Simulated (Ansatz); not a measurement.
# NaH₂− (singlet): the correlation ladder at angle H2–Na1–H3 = 180.0°, aug-cc-pVTZ

How much of the correlation energy of NaH₂− (singlet) does each wave-function method recover here?

The runs use Ansatz 0.2.0, Gaussian basis; aug-cc-pVTZ, core rule «outside noble gas», up to 5 orbitals frozen.

The runs, in order: UHF; CCSD(T) on RHF; BCCD(T) on RHF; CCSDT(Q) on RHF; Full CI.

17 further runs of the same task are left out: 7 for a known fault of the program, 8 that didn't finish, 2 set aside as unsound or not needed. Runs told in other sessions of the task aren't counted.

## Step 1: The geometry

The geometry derives from a PBE0/def2-TZVPD stationary point (not a proven minimum). One angle is set to the value named; bond lengths are kept.

3 atoms, charge -1, spin multiplicity 1.

Atoms are counted from 1 here; the program's logs count them from 0.

Bond lengths: Na1–H2 2.066 Å, Na1–H3 2.066 Å. Angles: H2–Na1–H3 180.0°.

## Step 2: UHF

in.yaml reads:

```yaml
crystal:
  periodic: [false, false, false]
  atoms:
    - {symbol: Na, position_ang: [0.000000, 0.000000, 0.000000]}
    - {symbol: H, position_ang: [0.000000, 0.000000, -2.065760]}
    - {symbol: H, position_ang: [0.000000, 0.000000, 2.065760]}
basis:
  gaussian: {orbitals: aug-cc-pVTZ}
total_charge: -1
magnetization: {spin_polarized: true, initial_magnetization: 0}
hamiltonian: {xc: hf}
output: {orbitals: {seedname: orbitals}}
```

Run with:

```bash
$ ansatz run in.yaml --threads 1 --pin off --events-out ev --progress --plain --max-ram 2393MiB
```

Further steps of the session: CCSD(T) on RHF; BCCD(T) on RHF; CCSDT(Q) on RHF; Full CI.

Before running them: what should the planned runs give, taken together? Wanted: FCI from the RHF energy; RMP2 from FCI; RCCSD from FCI; RCCSD(T) from FCI; RCCSDT(Q) from FCI; T1 diagnostic; effectively unpaired electrons.

**Answer**, as computed:

```
                         quantity                                        value
          FCI from the RHF energy                                   -2.0115 eV
                    RMP2 from FCI                                   +472.6 meV
                   RCCSD from FCI                                     +9.1 meV
                RCCSD(T) from FCI                                     +3.0 meV
               RCCSDT(Q) from FCI                                     +0.1 meV
levels within 1 kcal/mol (43 meV)  RCCSD, RCCSD(T), BCCD(T), RCCSDT, RCCSDT(Q)
                    T1 diagnostic                                        0.010
   effectively unpaired electrons                                         0.05
```

In words: RCCSD(T) misses by +3.0 meV, 0.2 % of the correlation energy. One determinant dominates. These misses are within one basis, not against nature.
